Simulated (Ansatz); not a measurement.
Total energies of AlH₃O₂, SMILES `[OH][AlH][OH]`.

Cartesian coordinates in Å:
```
O 1.429 -0.031 0.485
Al 0.096 0.247 -0.518
O -1.498 -0.148 -0.111
H 1.414 -0.426 1.354
H 0.353 0.912 -1.912
H -1.793 -0.554 0.701
```

The species carries charge 0 and has multiplicity 1. The structure was optimised at the PBE0-D4/def2-TZVP level. It is one conformer, not always the lowest. Basis def2-TZVPP, the Gaussian-basis code of Ansatz.

RPA on PBE orbitals: Hartree–Fock energy of these orbitals -393.54853 Eh, correlation -0.88687 Eh (frozen core).

```json
{"functional": "PBE", "kind": "GGA", "energy without D4 (Eh)": "-394.56858", "D4 term (kJ/mol)": "-6.8"}
{"functional": "revPBE", "kind": "GGA", "energy without D4 (Eh)": "-394.76287", "D4 term (kJ/mol)": "-20.7"}
{"functional": "r2SCAN", "kind": "meta-GGA", "energy without D4 (Eh)": "-394.77013", "D4 term (kJ/mol)": "-1.6"}
{"functional": "r2SCANh", "kind": "meta-GGA hybrid, 10 %", "energy without D4 (Eh)": "-394.75848", "D4 term (kJ/mol)": "-1.7"}
{"functional": "r2SCAN0", "kind": "meta-GGA hybrid, 25 %", "energy without D4 (Eh)": "-394.74172", "D4 term (kJ/mol)": "-1.9"}
{"functional": "BHLYP", "kind": "global hybrid, 50 %", "energy without D4 (Eh)": "-394.80118", "D4 term (kJ/mol)": "-8.5"}
{"functional": "CAM-B3LYP", "kind": "range-separated hybrid", "energy without D4 (Eh)": "-394.83396", "D4 term (kJ/mol)": "-5.7"}
{"functional": "LC-ωPBE", "kind": "long-range corrected hybrid", "energy without D4 (Eh)": "-394.70180", "D4 term (kJ/mol)": "–"}
{"functional": "ωB97M-V", "kind": "range-separated hybrid meta-GGA with VV10", "energy without D4 (Eh)": "-394.80833", "D4 term (kJ/mol)": "–"}
{"functional": "PBE-QIDH", "kind": "double hybrid", "energy without D4 (Eh)": "-394.48774", "D4 term (kJ/mol)": "–"}
```

Give the same for LDA (SPW92), BLYP, B97M-V, PBE0, B3LYP, HSE06 (plane-wave form), ωB97X-V, B2PLYP. (Estimate.)

The calculation gave: 
| functional | kind | energy without D4 (Eh) | D4 term (kJ/mol) |
| --- | --- | --- | --- |
| LDA (SPW92) | LDA | -392.72297 | – |
| BLYP | GGA | -394.85265 | -15.1 |
| B97M-V | meta-GGA with VV10 | -394.76645 | – |
| PBE0 | global hybrid, 25 % exact exchange | -394.59104 | -5.7 |
| B3LYP | global hybrid, 20 % | -394.89925 | -11.1 |
| HSE06 (plane-wave form) | screened hybrid | -394.57807 | -5.3 |
| ωB97X-V | range-separated hybrid GGA with VV10 | -394.77712 | – |
| B2PLYP | double hybrid | -394.66278 | – |

B3LYP takes the VWN-RPA correlation (the form of Gaussian; ORCA's B3LYP/G). HSE06 is the plane-wave form, built on full-range PBE exchange. The double hybrids freeze the cores in their second-order part.

LC-ωPBE has ω = 0.4 bohr⁻¹.
